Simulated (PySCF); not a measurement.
## One reaction down a group: B, Al, Ga, In

The same gas-phase reaction for B, Al, Ga, In:
- BHCl2 + HCl → BH2Cl + Cl2
- AlHCl2 + HCl → AlH2Cl + Cl2
- GaHCl2 + HCl → GaH2Cl + Cl2
- InHCl2 + HCl → InH2Cl + Cl2

Computed with PySCF and rigid-rotor harmonic-oscillator thermochemistry at 1 bar. † marks an energy on the PBE0/def2-TZVP geometry and frequencies; other levels use their own. CCSD(T) freezes the core. All species are closed-shell singlets. In: scalar-relativistic def2 core potential, no spin-orbit coupling. Ga: all electrons, no relativistic terms. BH2Cl, AlHCl2, AlH2Cl, GaHCl2, GaH2Cl, InHCl2, InH2Cl: computed as isolated molecules; such fragments, hydroxides, amides, oligomers or adducts are transient or little studied in the gas. CCSD(T) isn't extrapolated to the basis-set limit. The harmonic model lacks anharmonicity and excited electronic states, which grow with temperature; levels with a mode under 35 cm⁻¹ are left out. Soft modes under 120 cm⁻¹ make the harmonic entropy rough for InHCl2.

ΔH°(298 K) in kJ, by level:

| level | B | Al | Ga | In |
|---|---|---|---|---|
| ωB97M-V/def2-TZVP† | 261.0 | 328.2 | 283.8 | 277.3 |
| CCSD(T)/def2-SVP† | 295.1 | 352.2 | 314.7 | 305.8 |
| PBE/def2-SVP | 276.3 | 325.3 | 285.2 | 276.5 |
| PBE0/def2-TZVP | 261.5 | 325.5 | 282.9 | 275.9 |
| PBE0/def2-SVP† | 289.6 | 344.8 | 303.7 | 294.0 |
| LDA/def2-TZVP† | 266.6 | 317.7 | 273.3 | 261.8 |
| HF/def2-TZVP† | 263.9 | 345.2 | 307.4 | 303.6 |

At ωB97M-V/def2-TZVP†, ΔH° is not monotonic: it is lowest for B and highest for Al, over a range of 67.2 kJ; the steps are +67.2, -44.4, -6.5 kJ. 6 of the 7 levels shown give the same order; LDA/def2-TZVP† orders the members differently. The levels scatter most for In (44.0 kJ between the highest and the lowest) and least for B (34.1 kJ). ΔS°(298 K) runs from -1.3 to 2.2 J/K, so TΔS° at 298 K spreads over 1.0 kJ among the members, against 67.2 kJ for ΔH°.

Free energies at ωB97M-V/def2-TZVP†:

```
member  ΔS°(298 K), J/K  ΔG°(298 K), kJ  ΔG°(1000 K), kJ         ΔG° changes sign
------  ---------------  --------------  ---------------  -----------------------
B                   2.2             260              260  none from 298 to 2500 K
Al                  0.5             328              329  none from 298 to 2500 K
Ga                  0.3             284              285  none from 298 to 2500 K
In                 -1.3             278              280  none from 298 to 2500 K
```

The NASA 1993 table holds none of these reactions whole; the comparison is among the levels.
